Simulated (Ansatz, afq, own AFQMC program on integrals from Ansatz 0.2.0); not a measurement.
Na₂⁻, doublet: AFQMC among the cluster methods

```
atom   x (Å)   y (Å)   z (Å)
  Na  0.0000  0.0000  0.0000
  Na  0.0000  0.0000  3.5388
```

Basis aug-cc-pVDZ. Noble-gas cores (and the filled d shells of Ga–Kr and In–Xe) are frozen. Ansatz 0.2.0 and our own AFQMC program on the same integrals; the CISD trial comes from CCSD amplitudes, and released means the phaseless constraint is let go. ± is one standard error of the sampling.

Determinant: UHF, the one that the program's search chose, which needn't be the lowest solution. The geometry is a PBE0/def2-TZVPD stationary point of this or a neighbouring charge and spin state.

Full CI on the same integrals is exact in this basis and with this determinant's frozen core.

Cautions: strong correlation (T1 0.126, weight of the determinant 0.80, largest double 0.11); unrestricted determinant spin contaminated (⟨S²⟩ 1.16 against 0.75).

```
T1 diagnostic                               : 0.1258
weight of the determinant in the CISD state : 0.797
⟨S²⟩ of the determinant                     : 1.158
size of the correlated space                : 3 electrons in 44 orbitals
```

| level | correlation energy (eV) |
| --- | --- |
| MP2 | -0.3369 |
| CCSD | -0.7153 |
| CCSD(T) | -0.7336 |

Estimate where phaseless AFQMC with the Hartree–Fock trial lies against CCSD(T) on the same integrals.

21.3 ± 13.6 meV below CCSD(T). The gap is under twice the noise, so this walk alone can't tell the two apart.

Reference: full CI, correlation energy -0.750 eV. The released energy is read at 2.40 1/Eh (meV from the phaseless value at times in 1/Eh: -0.4 ± 2.2 at 0.24, -0.6 ± 2.3 at 0.51, -3 ± 3 at 0.99, -4 ± 3 at 1.62, -7 ± 3 at 2.40). The cautions show a poor starting determinant, so the rows tell how each method copes with it here, and full CI is the sure value.

```csv
level,E − E(reference) (meV),share of correlation (%)
CCSD(T),16.4,97.82
ph-AFQMC/HF,-4.9 ± 13.6,100.65
ph-AFQMC/CISD,11.5 ± 1.9,98.46
released AFQMC,4.9 ± 2.5,99.35
```

A walk keeps the symmetry of its determinant, which the program's search chose and which needn't be the lowest solution, so a lower state of the same spin and another symmetry isn't excluded. Released energies are given only where the last usable release times agree within the noise; a slower fall can still hide under it.
